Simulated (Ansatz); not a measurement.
**C3H2F2: molecular dynamics**

Purpose: to follow the molecule's vibrations and see whether its bonds hold. The start is relaxed first. Runs: 600 steps of 0.5 fs under a Nosé-Hoover thermostat at 300 K. SMILES of the start: FC1(F)C=C1.

All numbers below are computed with Ansatz 0.2.0 (RKS B3LYP/6-31G).

### 1 The system as given

Bond lengths: F1–C2 1.397 Å, C2–F3 1.342 Å, C2–C4 1.380 Å, C2–C5 1.428 Å, C4–C5 1.279 Å, C4–H6 1.117 Å, C5–H7 1.049 Å. Angles: F1–C2–F3 106.3°, F1–C2–C4 126.7°, F1–C2–C5 122.3°, F3–C2–C4 118.9°, F3–C2–C5 121.3°, C4–C2–C5 54.2°, C2–C4–C5 64.8°, C2–C4–H6 146.2°, C5–C4–H6 148.0°, C2–C5–C4 61.0°, C2–C5–H7 147.5°, C4–C5–H7 151.1°.

Coordinates:

```xyz
7

F    -0.1195   -1.8496    0.2629
C     0.2623   -0.5063    0.2953
F     1.3514   -0.4434    1.0761
C    -0.5728    0.5898    0.2270
C     0.1076    0.3571   -0.8310
H    -1.4019    1.1572    0.7145
H     0.4342    0.6271   -1.7904
```

### 2 Preparing the start

Contents of input.yaml:

```yaml
crystal:
  periodic: [false, false, false]
  atoms:
    - { symbol: F, position_ang: [-0.1195, -1.8496, 0.2629] }
    - { symbol: C, position_ang: [0.2623, -0.5063, 0.2953] }
    - { symbol: F, position_ang: [1.3514, -0.4434, 1.0761] }
    - { symbol: C, position_ang: [-0.5728, 0.5898, 0.227] }
    - { symbol: C, position_ang: [0.1076, 0.3571, -0.831] }
    - { symbol: H, position_ang: [-1.4019, 1.1572, 0.7145] }
    - { symbol: H, position_ang: [0.4342, 0.6271, -1.7904] }
basis:
  gaussian: { orbitals: "6-31G" }
hamiltonian:
  xc: b3lyp
relax:
  f_tol: 0.02
  max_steps: 40
scf:
  lower_state_search: "off"
```

On the command line:

```console
> ansatz run input.yaml --threads 1 --pin off --max-ram 2048MiB --backend cpu --events-out ev --progress --plain --runs-dir out
```

Further steps of the session: Dynamics.

Before running it: what results should come out? Wanted: relaxation of the start; temperature, first and last step; temperature, second half; potential energy, second half; largest change of the conserved energy; bonds formed or broken.

As calculated:

| quantity | value |
| --- | --- |
| relaxation of the start | 5 moves, 0.409 eV lower |
| length | 600 steps of 0.5 fs |
| temperature, first and last step | 300 and 321 K |
| temperature, second half | mean 293 K, from 81 to 745 K |
| potential energy, second half | +28 meV/atom from the start |
| largest change of the conserved energy | 0.61 meV/atom |
| bonds formed or broken | 0 |

**Reading.** Against a set 300 K the second half averages 293 K with a spread of 152 K. The conserved energy strays from its start by at most 0.61 meV/atom, 2.3 % of the mean kinetic energy, fair for a step of 0.5 fs. No bond forms or breaks. Averages from a run of 300 fs with 7 atoms are rough. The nuclei move classically, without zero-point motion, which matters most for hydrogen. The basis is very small, so the numbers are rough.
